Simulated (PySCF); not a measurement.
Stretching AlH⁺

Set-up: Al x2c-SVPall, H x2c-SVPall; spin-free X2C with a Gaussian nucleus (PySCF 2.14). Energies in eV from Al⁺ + H in their ground configurations at the same level. State: ²Σ⁺ (doublet), unpaired electrons σ ↑.

All columns are ωB97X. A positive dipole points towards H; it is taken about the centre of mass and depends on that origin.

| R (Å) | E (eV) | μ (D) | Mulliken charge on Al (basis-dependent) | HOMO (eV) | LUMO (eV) | Mayer bond order | ⟨S²⟩ |
| --- | --- | --- | --- | --- | --- | --- | --- |
| 1.399 | -0.483 | -0.39 | 1.02 | -16.22 | -8.76 | 0.92 | 0.75 |
| 1.464 | -0.679 | -0.38 | 1.00 | -16.22 | -8.77 | 0.91 | 0.75 |
| 1.529 | -0.786 | -0.37 | 0.99 | -16.23 | -8.78 | 0.90 | 0.76 |
| 1.578 | -0.822 | -0.35 | 0.98 | -16.23 | -8.78 | 0.89 | 0.76 |
| 1.627 | -0.828 | -0.33 | 0.98 | -16.23 | -8.77 | 0.87 | 0.76 |
| 1.676 | -0.810 | -0.30 | 0.97 | -16.24 | -8.77 | 0.85 | 0.76 |
| 1.741 | -0.759 | -0.26 | 0.97 | -16.24 | -8.75 | 0.82 | 0.76 |
| 1.822 | -0.666 | -0.19 | 0.96 | -16.25 | -8.71 | 0.77 | 0.77 |
| 1.920 | -0.535 | -0.09 | 0.95 | -16.27 | -8.64 | 0.70 | 0.77 |
| 2.050 | -0.363 | 0.07 | 0.93 | -16.31 | -8.50 | 0.58 | 0.78 |

A fit through these points gives, at Re = 1.613 Å, μ = -0.34 D and dμ/dR = 0.458 D/Å; the reduced mass is 0.9715 u.

Problem. How strong is the fundamental in the double-harmonic approximation, I = 42.26·(dμ/dR)²/μred km/mol?

Solution. I = 42.26·(0.458)²/0.9715 = 9.12 km/mol at ωB97X.

For an ion De counts to the pair picked by the measured ionisation energies or electron affinities, which need not be the lowest pair at this level. The state was picked by a PBE0 search and need not be the measured ground state.
